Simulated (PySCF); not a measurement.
# Ionisation energy of Si by level of theory

Si [Ne] 3s2 3p2 (3P) → Si⁺ [Ne] 3s2 3p1 (2P), as a difference of total energies. Computed with PySCF 2.14 in dyall-av3z, with the non-relativistic Hamiltonian (point nucleus). Correlated levels: valence: [Ne] frozen; virtual orbitals above 40 to 60 times the deepest correlated orbital energy dropped. The calculations carry no spin-orbit coupling.

```json
{"method": "UHF", "ionisation energy (eV)": "7.638"}
{"method": "LDA", "ionisation energy (eV)": "8.235"}
{"method": "PBE", "ionisation energy (eV)": "8.200"}
{"method": "PBE0", "ionisation energy (eV)": "8.220"}
{"method": "r2SCAN", "ionisation energy (eV)": "8.321"}
{"method": "M06", "ionisation energy (eV)": "7.939"}
{"method": "PW91", "ionisation energy (eV)": "8.241"}
{"method": "MN15", "ionisation energy (eV)": "8.107"}
{"method": "M06-2X", "ionisation energy (eV)": "7.981"}
{"method": "MP2 (valence)", "ionisation energy (eV)": "8.049"}
{"method": "SCS-MP2 (valence)", "ionisation energy (eV)": "7.961"}
```

Task: How much does correlation contribute at MP2 (valence)?

Result: 8.049 − (7.638) = 0.411 eV, measured against UHF.

Errors of the correlated levels include the incompleteness of this basis and the frozen core.

For comparison: 8.157 eV (measured; NIST levels, between the centres of gravity of the two terms).
